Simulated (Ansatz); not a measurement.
From input file to script: C3H4F2O, SMILES C=C(O)C(F)F in Ansatz 0.2.0.

```yaml
crystal:
  periodic: [false, false, false]
  atoms:
    - { symbol: C, position_ang: [-1.0228, -1.0358, 0.5413] }
    - { symbol: C, position_ang: [-0.1046, -0.3675, -0.1469] }
    - { symbol: O, position_ang: [0.4316, -1.0063, -1.2548] }
    - { symbol: C, position_ang: [0.5073, 1.0164, 0.1922] }
    - { symbol: F, position_ang: [1.7745, 0.9312, 0.4093] }
    - { symbol: F, position_ang: [0.288, 1.8561, -0.8705] }
    - { symbol: H, position_ang: [-1.3761, -1.9762, 0.2261] }
    - { symbol: H, position_ang: [-1.5157, -0.5286, 1.3856] }
    - { symbol: H, position_ang: [1.1515, -0.3979, -1.5685] }
    - { symbol: H, position_ang: [-0.0505, 1.4574, 1.0892] }
basis:
  gaussian:
    orbitals: "6-31G*"
hamiltonian:
  xc: hf
relax:
  f_tol: 0.01
  max_steps: 100
```

Script `opt.py`:
```python
'''Geometry optimisation of C3H4F2O.'''

import ansatz as az
import numpy as np
import pandas as pd


def main() -> None:
    system = (
        az.Crystal.molecule()
        .atom('C', (-1.0228, -1.0358, 0.5413))
        .atom('C', (-0.1046, -0.3675, -0.1469))
        .atom('O', (0.4316, -1.0063, -1.2548))
        .atom('C', (0.5073, 1.0164, 0.1922))
        .atom('F', (1.7745, 0.9312, 0.4093))
        .atom('F', (0.288, 1.8561, -0.8705))
        .atom('H', (-1.3761, -1.9762, 0.2261))
        .atom('H', (-1.5157, -0.5286, 1.3856))
        .atom('H', (1.1515, -0.3979, -1.5685))
        .atom('H', (-0.0505, 1.4574, 1.0892))
    )

    calc = (
        system.calculation()
        .basis(gaussian='6-31G*')
        .functional('hf')
    )
    symbols = [site.symbol for site in system.cartesian_sites]
    start = np.array([site.position_ang for site in system.cartesian_sites], dtype=float)
    def progress(event):
        if event['event'] == 'relax_step':
            row = event['data']
            print(f'step {row["step"]:3d}  E = {row["lagrangian_ev"]:.6f} eV  max force {row["allowed_force_max_ev_ang"]:.4f} eV/A')


    summary = calc.relax(force_tolerance=0.01, max_steps=100).session().plan().execute(on_event=progress).report
    end = np.array(summary['positions_ang'])

    print(f'E = {summary["free_energy_ev"]:.6f} eV = {summary["free_energy_ev"] / 27.211386246:.7f} Ha')
    print('converged:', summary['converged'], ' doubts:', summary['published_state_doubts'] or 'none')

    print('final positions (A) and the move of each atom')
    for symbol, xyz, old in zip(symbols, end, start):
        print(f'{symbol:2s} {xyz[0]:10.5f} {xyz[1]:10.5f} {xyz[2]:10.5f}   {np.linalg.norm(xyz - old):7.4f}')

    charges = summary['charge_distribution']
    table = pd.DataFrame({'atom': symbols, 'mulliken': charges['mulliken_charges_e'], 'lowdin': charges['lowdin_charges_e']})
    print(table.round(3).to_string())
    print('dipole (e A):', np.round(charges['dipole_moment_e_ang'], 4) + 0.0)
    with open('c3h4f2o_opt.xyz', 'w') as handle:
        handle.write(f'{len(symbols)}\nrelaxed C3H4F2O\n')
        handle.writelines(f'{s:2s} {x:11.6f} {y:11.6f} {z:11.6f}\n' for s, (x, y, z) in zip(symbols, end))


if __name__ == '__main__':
    main()
```

`python opt.py` gives:
```text
step   1  E = -10602.097828 eV  max force 5.0681 eV/A
step   2  E = -10602.443154 eV  max force 1.9373 eV/A
step   3  E = -10602.526096 eV  max force 0.5934 eV/A
step   4  E = -10602.544223 eV  max force 0.2429 eV/A
step   5  E = -10602.546477 eV  max force 0.0367 eV/A
step   6  E = -10602.546610 eV  max force 0.0134 eV/A
step   7  E = -10602.546744 eV  max force 0.0029 eV/A
E = -10602.546744 eV = -389.6364062 Ha
converged: True  doubts: none
final positions (A) and the move of each atom
C    -1.03255   -0.97671    0.53221    0.0606
C    -0.08443   -0.38258   -0.15951    0.0282
O     0.49142   -0.95090   -1.23796    0.0833
C     0.43099    0.97570    0.19861    0.0867
F     1.75695    0.90927    0.42387    0.0316
F     0.27623    1.80713   -0.84920    0.0547
H    -1.38923   -1.95182    0.26068    0.0443
H    -1.47071   -0.49678    1.38587    0.0551
H     1.15556   -0.38707   -1.61176    0.0448
H    -0.05103    1.40257    1.06020    0.0620
  atom  mulliken  lowdin
0    C    -0.500  -0.279
1    C     0.405  -0.127
2    O    -0.750  -0.207
3    C     0.568  -0.013
4    F    -0.388  -0.043
5    F    -0.388  -0.043
6    H     0.210   0.148
7    H     0.191   0.139
8    H     0.471   0.315
9    H     0.180   0.112
dipole (e A): [-0.1323  0.0962  0.2231]
```

Notes:
- Total energies depend on the basis set; only differences at equal settings carry meaning.
- The end point is the stationary point reached from this start; no frequency run checks that it is a minimum, and the basis set is modest.
- The Löwdin charges here are taken after orthogonalising the functions within each atom; they differ from plain Löwdin charges, and their signs can be unphysical.
- Wall time of the script: 14 s on 1 thread of Arm Neoverse V2, on a shared host, peak memory 0.3 GiB.

(Lines on the test bed's own set-up are left out of the output.)
